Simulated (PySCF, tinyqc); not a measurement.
Inside a calculation (part 2 of 2). Method: RKS/B3LYP (VWN-RPA form) in the sto-3g basis, for CH2, spin multiplicity 1. The lowest restricted solution is unstable here: a spin-polarised one lies 0.0212 hartree lower (PySCF). Computed by tinyqc, a small Python program that keeps every step (integrals from PySCF). Command: `OMP_NUM_THREADS=1 python tinyqc.py 21227 21228 out.jsonl` (the two numbers bound the seeds that draw the settings). One thread of a shared host (Intel(R) Xeon(R) Processor @ 2.60GHz), about 2 s of CPU time with the checks.

Geometry (angstrom):
```
atom         x          y         z
C     0.000000   0.000000  0.000000
H     0.000000   1.118000  0.652000
H     0.000000  -1.109000  0.647000
```

## Iteration 2: building the Kohn-Sham matrix

D after iteration 1, order 1C 1s, 1C 2s, 1C 2px, 1C 2py, 1C 2pz, 2H 1s, 3H 1s:
```
[[2.107690, -0.440120, 0.000000, -0.000923, 0.175868, -0.032273, -0.034279],
 [-0.440120, 1.890422, 0.000000, 0.004760, -0.789866, -0.101375, -0.097263],
 [0.000000, 0.000000, 0.000000, 0.000000, 0.000000, 0.000000, 0.000000],
 [-0.000923, 0.004760, 0.000000, 0.319535, -0.005719, 0.434198, -0.436183],
 [0.175868, -0.789866, 0.000000, -0.005719, 0.879718, 0.557033, 0.555941],
 [-0.032273, -0.101375, 0.000000, 0.434198, 0.557033, 1.088804, -0.103878],
 [-0.034279, -0.097263, 0.000000, -0.436183, 0.555941, -0.103878, 1.074588]]
```

core Hamiltonian H = T + V (hartree), order 1C 1s, 1C 2s, 1C 2px, 1C 2py, 1C 2pz, 2H 1s, 3H 1s:
```
[[-18.582646, -4.482031, 0.000000, 0.000166, -0.012203, -0.708136, -0.724944],
 [-4.482031, -5.529451, 0.000000, 0.001530, -0.134026, -1.788801, -1.817759],
 [0.000000, 0.000000, -4.422149, 0.000000, 0.000000, 0.000000, 0.000000],
 [0.000166, 0.001530, 0.000000, -4.555674, 0.000720, -1.367015, 1.384526],
 [-0.012203, -0.134026, 0.000000, 0.000720, -4.467579, -0.821572, -0.832290],
 [-0.708136, -1.788801, 0.000000, -1.367015, -0.821572, -3.134001, -0.367194],
 [-0.724944, -1.817759, 0.000000, 1.384526, -0.832290, -0.367194, -3.152475]]
```

nuclear repulsion = 5.16378087 hartree

V_xc (hartree), order 1C 1s, 1C 2s, 1C 2px, 1C 2py, 1C 2pz, 2H 1s, 3H 1s:
```
[[-1.848781, -0.258662, 0.000000, -0.000008, 0.004391, -0.040792, -0.041767],
 [-0.258662, -0.428960, 0.000000, 0.000086, 0.021148, -0.147694, -0.150031],
 [0.000000, 0.000000, -0.385871, 0.000000, 0.000000, 0.000000, 0.000000],
 [-0.000008, 0.000086, 0.000000, -0.443809, 0.000449, -0.132934, 0.134662],
 [0.004391, 0.021148, 0.000000, 0.000449, -0.446716, -0.074646, -0.075687],
 [-0.040792, -0.147694, 0.000000, -0.132934, -0.074646, -0.400252, -0.028165],
 [-0.041767, -0.150031, 0.000000, 0.134662, -0.075687, -0.028165, -0.400175]]
```

E_xc = sum of w rho eps_xc = -4.88189019 hartree

Given earlier and not repeated: Two-electron integrals (ij|kl) in chemists' order.

J_ij = sum D_kl (ij|kl), K_ij = sum D_kl (ik|jl); F = H + J - 0.1 K + V_xc; E = tr D H + tr D J / 2 - 0.05 tr D K + E_xc + E_nn.

Coulomb J (hartree), order 1C 1s, 1C 2s, 1C 2px, 1C 2py, 1C 2pz, 2H 1s, 3H 1s:
```
[[10.919861, 2.080586, 0.000000, 0.000027, -0.012361, 0.325526, 0.333280],
 [2.080586, 4.803958, 0.000000, 0.000323, 0.019104, 1.570463, 1.594431],
 [0.000000, 0.000000, 4.703742, 0.000000, 0.000000, 0.000000, 0.000000],
 [0.000027, 0.000323, 0.000000, 4.866867, -0.000647, 1.324650, -1.340245],
 [-0.012361, 0.019104, 0.000000, -0.000647, 4.824163, 0.777172, 0.786890],
 [0.325526, 1.570463, 0.000000, 1.324650, 0.777172, 3.414198, 0.310858],
 [0.333280, 1.594431, 0.000000, -1.340245, 0.786890, 0.310858, 3.422948]]
```

exchange K (hartree), order 1C 1s, 1C 2s, 1C 2px, 1C 2py, 1C 2pz, 2H 1s, 3H 1s:
```
[[7.182494, 1.209297, 0.000000, -0.000070, 0.008590, 0.196030, 0.200625],
 [1.209297, 1.596240, 0.000000, -0.000710, -0.200767, 0.660357, 0.669337],
 [0.000000, 0.000000, 0.347517, 0.000000, 0.000000, 0.000000, 0.000000],
 [-0.000070, -0.000710, 0.000000, 1.032915, -0.006130, 0.591531, -0.596381],
 [0.008590, -0.200767, 0.000000, -0.006130, 1.180662, 0.377882, 0.381168],
 [0.196030, 0.660357, 0.000000, 0.591531, 0.377882, 1.298006, 0.127333],
 [0.200625, 0.669337, 0.000000, -0.596381, 0.381168, 0.127333, 1.297577]]
```

Kohn-Sham matrix F (hartree), order 1C 1s, 1C 2s, 1C 2px, 1C 2py, 1C 2pz, 2H 1s, 3H 1s:
```
[[-10.229816, -2.781036, 0.000000, 0.000192, -0.021031, -0.443005, -0.453493],
 [-2.781036, -1.314077, 0.000000, 0.002010, -0.073697, -0.432067, -0.440292],
 [0.000000, 0.000000, -0.139030, 0.000000, 0.000000, 0.000000, 0.000000],
 [0.000192, 0.002010, 0.000000, -0.235908, 0.001134, -0.234452, 0.238581],
 [-0.021031, -0.073697, 0.000000, 0.001134, -0.208198, -0.156834, -0.159204],
 [-0.443005, -0.432067, 0.000000, -0.234452, -0.156834, -0.249856, -0.097233],
 [-0.453493, -0.440292, 0.000000, 0.238581, -0.159204, -0.097233, -0.259460]]
```

total energy of this density = -38.50123647 hartree

## Iteration 2: diagonalisation and new density

X, order 1C 1s, 1C 2s, 1C 2px, 1C 2py, 1C 2pz, 2H 1s, 3H 1s:
```
[[-0.345493, -0.015851, 0.749775, 0.000000, -0.592127, 0.003264, 0.208332],
 [1.058474, 0.038941, -0.303935, 0.000000, -0.275657, 0.005717, 0.474940],
 [0.000000, 0.000000, 0.000000, 1.000000, 0.000000, 0.000000, 0.000000],
 [-0.042581, 0.978395, 0.000768, 0.000000, -0.000526, 0.613245, -0.006290],
 [0.473321, 0.017137, 0.638082, 0.000000, 0.661073, 0.002566, 0.207761],
 [-0.680709, -0.779252, -0.196214, 0.000000, 0.158685, 0.403457, 0.365464],
 [-0.748542, 0.726196, -0.193978, 0.000000, 0.157243, -0.393580, 0.374816]]
```

Diagonalise F' = X^T F X, C = X C', fill 4 alpha and 4 beta electrons from the bottom; D = 2 C_occ C_occ^T. Each column has its largest component positive (the first on a tie).

F' = X^T F X (hartree):
```
[[-0.040935, -0.018159, 0.954659, 0.000000, -0.770818, 0.003369, 0.245340],
 [-0.018159, 0.292149, 0.052218, 0.000000, -0.044809, -0.012972, 0.016527],
 [0.954659, 0.052218, -4.470312, 0.000000, 4.259144, -0.031308, -2.318242],
 [0.000000, 0.000000, 0.000000, -0.139030, 0.000000, 0.000000, 0.000000],
 [-0.770818, -0.044809, 4.259144, 0.000000, -4.481995, 0.032190, 2.389683],
 [0.003369, -0.012972, -0.031308, 0.000000, 0.032190, -0.370142, -0.016498],
 [0.245340, 0.016527, -2.318242, 0.000000, 2.389683, -0.016498, -1.906277]]
```

orbital energies (hartree): [-10.236974, -0.641647, -0.370204, -0.230701, -0.139030, 0.208603, 0.293412]

coefficients C, order 1C 1s, 1C 2s, 1C 2px, 1C 2py, 1C 2pz, 2H 1s, 3H 1s:
```
[[0.992227, -0.245612, -0.003679, 0.106142, 0.000000, 0.140275, 0.003366],
 [0.032046, 0.839530, 0.015411, -0.469395, 0.000000, -0.767468, -0.020829],
 [0.000000, 0.000000, 0.000000, 0.000000, 1.000000, 0.000000, 0.000000],
 [-0.000087, -0.005730, 0.632572, 0.005718, 0.000000, -0.014782, 0.966824],
 [0.004932, 0.156256, -0.003014, 0.831382, 0.000000, -0.629127, -0.014717],
 [-0.006954, 0.173722, 0.382195, 0.229753, 0.000000, 0.805550, -0.743385],
 [-0.007076, 0.182431, -0.384719, 0.225011, 0.000000, 0.778945, 0.778907]]
```

D after iteration 2, order 1C 1s, 1C 2s, 1C 2px, 1C 2py, 1C 2pz, 2H 1s, 3H 1s:
```
[[2.112237, -0.448562, 0.000000, -0.000798, 0.109541, -0.053176, -0.053060],
 [-0.448562, 1.852813, 0.000000, 0.004503, -0.517906, 0.087333, 0.082764],
 [0.000000, 0.000000, 0.000000, 0.000000, 0.000000, 0.000000, 0.000000],
 [-0.000798, 0.004503, 0.000000, 0.800425, 0.003902, 0.484169, -0.486242],
 [0.109541, -0.517906, 0.000000, 0.003902, 1.431291, 0.433943, 0.433402],
 [-0.053176, 0.087333, 0.000000, 0.484169, 0.433943, 0.458175, -0.127199],
 [-0.053060, 0.082764, 0.000000, -0.486242, 0.433402, -0.127199, 0.463941]]
```

## Iteration 60 (converged): orbitals

converged F (hartree), order 1C 1s, 1C 2s, 1C 2px, 1C 2py, 1C 2pz, 2H 1s, 3H 1s:
```
[[-9.962166, -2.721793, 0.000000, 0.000117, -0.018723, -0.433863, -0.444122],
 [-2.721793, -1.192480, 0.000000, 0.001348, -0.088166, -0.410232, -0.417139],
 [0.000000, 0.000000, -0.008259, 0.000000, 0.000000, 0.000000, 0.000000],
 [0.000117, 0.001348, 0.000000, -0.131022, 0.000787, -0.225094, 0.227765],
 [-0.018723, -0.088166, 0.000000, 0.000787, -0.091270, -0.152370, -0.154045],
 [-0.433863, -0.410232, 0.000000, -0.225094, -0.152370, -0.266795, -0.092691],
 [-0.444122, -0.417139, 0.000000, 0.227765, -0.154045, -0.092691, -0.271721]]
```

As before.

F' = X^T F X (hartree):
```
[[0.019343, -0.018994, 0.911120, 0.000000, -0.734214, 0.001629, 0.298461],
 [-0.018994, 0.341156, 0.049715, 0.000000, -0.042656, 0.060060, 0.018405],
 [0.911120, 0.049715, -4.283434, 0.000000, 4.208910, -0.030062, -2.265458],
 [0.000000, 0.000000, 0.000000, -0.008259, 0.000000, 0.000000, 0.000000],
 [-0.734214, -0.042656, 4.208910, 0.000000, -4.310881, 0.030875, 2.329897],
 [0.001629, 0.060060, -0.030062, 0.000000, 0.030875, -0.326946, -0.017604],
 [0.298461, 0.018405, -2.265458, 0.000000, 2.329897, -0.017604, -1.835680]]
```

orbital energies (hartree): [-9.969850, -0.559887, -0.332036, -0.121266, -0.008259, 0.238977, 0.347620]

coefficients C, order 1C 1s, 1C 2s, 1C 2px, 1C 2py, 1C 2pz, 2H 1s, 3H 1s:
```
[[0.991865, -0.226914, -0.001879, 0.140089, 0.000000, 0.144460, 0.004999],
 [0.033456, 0.743749, 0.007975, -0.609387, 0.000000, -0.767662, -0.029064],
 [0.000000, 0.000000, 0.000000, 0.000000, 1.000000, 0.000000, 0.000000],
 [-0.000078, -0.003634, 0.524266, -0.000217, 0.000000, -0.028356, 1.029324],
 [0.004864, 0.176178, 0.000620, 0.752062, 0.000000, -0.717294, -0.022189],
 [-0.007221, 0.247434, 0.465610, 0.286271, 0.000000, 0.771402, -0.689594],
 [-0.007339, 0.254402, -0.461586, 0.283940, 0.000000, 0.733904, 0.740505]]
```

D after iteration 60, order 1C 1s, 1C 2s, 1C 2px, 1C 2py, 1C 2pz, 2H 1s, 3H 1s:
```
[[2.109827, -0.441933, 0.000000, -0.000537, 0.140402, -0.048160, -0.048726],
 [-0.441933, 1.851394, 0.000000, 0.003215, -0.654193, 0.026100, 0.024511],
 [0.000000, 0.000000, 0.000000, 0.000000, 0.000000, 0.000000, 0.000000],
 [-0.000537, 0.003215, 0.000000, 0.549736, -0.000957, 0.486286, -0.485959],
 [0.140402, -0.654193, 0.000000, -0.000957, 1.193319, 0.518280, 0.516077],
 [-0.048160, 0.026100, 0.000000, 0.486286, 0.518280, 0.720040, -0.141270],
 [-0.048726, 0.024511, 0.000000, -0.485959, 0.516077, -0.141270, 0.716916]]
```

## Convergence

Stop when the energy changes by less than 1e-09 hartree and every element of the error matrix X^T (F D S - S D F) X is below 9e-06.

Course of the cycle:
```
iteration   E (hartree)     change  largest element of the error matrix
1          -38.35137683          -                             5.15e-01
2          -38.50123647  -1.50e-01                             2.90e-01
3          -38.52891040  -2.77e-02                             2.61e-01
4          -38.54651243  -1.76e-02                             2.00e-01
5          -38.55812996  -1.16e-02                             1.79e-01
6          -38.56613125  -8.00e-03                             1.40e-01
7          -38.57156749  -5.44e-03                             1.23e-01
8          -38.57533717  -3.77e-03                             9.79e-02
9          -38.57792893  -2.59e-03                             8.46e-02
10         -38.57973126  -1.80e-03                             6.85e-02
11         -38.58097750  -1.25e-03                             5.85e-02
12         -38.58184516  -8.68e-04                             4.78e-02
13         -38.58244686  -6.02e-04                             4.06e-02
14         -38.58286595  -4.19e-04                             3.34e-02
...                 ...        ...                                  ...
47         -38.58382354  -2.69e-09                             8.52e-05
48         -38.58382355  -1.87e-09                             7.10e-05
49         -38.58382355  -1.30e-09                             5.93e-05
50         -38.58382355  -9.06e-10                             4.95e-05
51         -38.58382355  -6.31e-10                             4.13e-05
52         -38.58382355  -4.39e-10                             3.44e-05
53         -38.58382355  -3.06e-10                             2.87e-05
54         -38.58382355  -2.13e-10                             2.40e-05
55         -38.58382355  -1.48e-10                             2.00e-05
56         -38.58382355  -1.03e-10                             1.67e-05
57         -38.58382355  -7.18e-11                             1.39e-05
58         -38.58382355  -5.00e-11                             1.16e-05
59         -38.58382355  -3.48e-11                             9.69e-06
60         -38.58382355  -2.42e-11                             8.08e-06
```

PySCF RKS in the same basis, fine grid = -38.58350017 hartree

Converged in 60 iterations. The coarse grid moves the energy by -3.23e-04 hartree.

## Populations, bond orders and dipole

overlap S, order 1C 1s, 1C 2s, 1C 2px, 1C 2py, 1C 2pz, 2H 1s, 3H 1s:
```
[[1.000000, 0.248362, 0.000000, 0.000000, 0.000000, 0.038828, 0.039750],
 [0.248362, 1.000000, 0.000000, 0.000000, 0.000000, 0.380313, 0.385506],
 [0.000000, 0.000000, 1.000000, 0.000000, 0.000000, 0.000000, 0.000000],
 [0.000000, 0.000000, 0.000000, 1.000000, 0.000000, 0.337879, -0.341293],
 [0.000000, 0.000000, 0.000000, 0.000000, 1.000000, 0.197046, 0.199113],
 [0.038828, 0.380313, 0.000000, 0.337879, 0.197046, 1.000000, 0.081177],
 [0.039750, 0.385506, 0.000000, -0.341293, 0.199113, 0.081177, 1.000000]]
```

Mulliken: Z minus the diagonal of D S on the atom; Loewdin: the same with S^(1/2) D S^(1/2); Mayer order: 2 sum_s sum (D(s) S)_ij (D(s) S)_ji over the two atoms.

Charges (e):
```
atom   Mulliken    Loewdin
1C    -0.035369   0.002201
2H     0.016941  -0.001590
3H     0.018428  -0.000611
```

Mayer bond orders:
```
pair     order
2-1   0.980726
3-1   0.980673
3-2   0.018987
```

dipole moment about the origin, x y z (debye): [0.000000, -0.010630, 1.380487]
